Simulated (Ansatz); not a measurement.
```yaml
crystal:
  periodic: [false, false, false]
  atoms:
    - {symbol: Si, position_ang: [-0.000332, 0.018902, 0.002478]}
    - {symbol: O, position_ang: [0.591799, 0.916026, 1.100539]}
    - {symbol: O, position_ang: [0.187074, -1.565189, 0.052133]}
    - {symbol: O, position_ang: [-0.767788, 0.751673, -1.118446]}
    - {symbol: H, position_ang: [-0.166711, -2.153872, -0.612332]}
basis:
  gaussian: {orbitals: def2-TZVP}
magnetization: {spin_polarized: true, initial_magnetization: 1}
hamiltonian: {xc: pbe0}
relax: {f_tol: 0.004, max_steps: 80}
```

```sh
$ ansatz run in.yaml --threads 1 --pin off --events-out ev --progress --plain --max-ram 2176MiB
```

Steps of the relaxation (energy above the last step; positions in Å, forces in eV/Å):

```
5
step 1, 20.2 meV
Si    0.000    0.019    0.002   -0.110   -0.720   -0.293
O     0.592    0.916    1.101    0.372    0.458    0.672
O     0.187   -1.565    0.052    0.168    0.039    0.278
O    -0.768    0.752   -1.118   -0.315    0.262   -0.467
H    -0.167   -2.154   -0.612   -0.114   -0.039   -0.190
```

```
5
step 2, 10.3 meV
Si    0.000    0.017    0.002   -0.125   -0.328   -0.254
O     0.595    0.918    1.107    0.214    0.226    0.382
O     0.189   -1.566    0.054    0.112   -0.051    0.173
O    -0.771    0.751   -1.124   -0.143    0.105   -0.214
H    -0.168   -2.153   -0.615   -0.058    0.047   -0.086
```

```
5
step 3, 4.5 meV
Si   -0.001    0.015    0.000   -0.122    0.116   -0.178
O     0.601    0.920    1.115    0.024   -0.048    0.031
O     0.192   -1.569    0.059    0.071   -0.088    0.100
O    -0.776    0.747   -1.132    0.047   -0.058    0.066
H    -0.171   -2.145   -0.618   -0.020    0.077   -0.019
```

```
5
step 4, 3.4 meV
Si   -0.005    0.013   -0.006   -0.139    0.145   -0.201
O     0.600    0.913    1.113    0.047   -0.003    0.075
O     0.195   -1.569    0.064    0.045   -0.085    0.059
O    -0.777    0.757   -1.132    0.064   -0.110    0.086
H    -0.168   -2.146   -0.613   -0.018    0.054   -0.020
```

```
5
step 9, 0.0 meV
Si   -0.014    0.017   -0.020    0.000   -0.001   -0.002
O     0.607    0.896    1.121    0.000    0.001    0.001
O     0.201   -1.566    0.075   -0.001   -0.001   -0.002
O    -0.781    0.749   -1.141    0.000   -0.001    0.001
H    -0.169   -2.128   -0.612    0.001    0.003    0.002
```

Close pairs at the end: O3–H5 0.961 Å, Si1–O4 1.543 Å, Si1–O2 1.568 Å, Si1–O3 1.600 Å.

A stationary point of unrestricted PBE0 after 9 steps, with ⟨S²⟩ = 0.765 against 0.75 for a pure state; no frequencies were run, so it isn't proven a minimum. 88 s on 1 thread of Arm Neoverse V1, shared host.
